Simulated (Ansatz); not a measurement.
Cartesian coordinates in Å:
```
N -0.196 0.215 0.431
H 0.196 -0.215 -0.431
```

Charge 0, multiplicity 3.

List the CAM-B3LYP/def2-TZVPP orbital energies in eV (the Gaussian-basis code of Ansatz). (An estimate is asked.)

Ansatz gave: α occupied: -393.69, -25.20, -12.94, -11.17, -11.17. α empty: 2.14, 9.51, 10.05, 10.05, 10.54, 13.19, 19.42, 19.42. β occupied: -392.61, -22.01, -11.65. β empty: -1.45, -1.45, 2.40, 10.04, 10.82, 11.64, 11.64, 13.75. ⟨S²⟩ = 2.006.
